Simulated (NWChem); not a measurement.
## Total energies of H$_{3}$Si

```
Si
H 1 1.5051
H 1 1.5051 2 111.26
H 1 1.5051 2 111.26 3 -124.66
```
Charge 0, spin multiplicity 2.

The numbers come from NWChem runs, not from measurements. Structure: optimised with UPBE/def2-SVP, a minimum by its harmonic frequencies.

Basis set: def2-QZVP (160 functions).

| method | total energy (Ha) | relative cost |
|---|---|---|
| UHF | -290.64561 | 1 |
| UMP2 | -290.77032 | under 3 |
| UB2PLYP | -291.12103 | under 3 |
| UPBE | -291.08789 | under 3 |
| UB3LYP | -291.27367 | under 3 |
| UBLYP | -291.24038 | under 3 |

Total energies of different functionals aren't comparable as a measure of quality: only differences taken within one method are. Costs are rough ratios of processor time within this set of runs, SCF included, with UHF as 1.

The correlated methods keep 5 core orbitals frozen. B3LYP has NWChem's definition, with VWN1-RPA local correlation. The structure started from a generated list of species. The unpaired electrons of the parent sit in orbitals of symmetry a' (Cs labels of the run); other states weren't searched. No SCF solution was tested for a lower state. Open-shell Hartree-Fock references start from PBE0 orbitals; any time given for them includes that run.
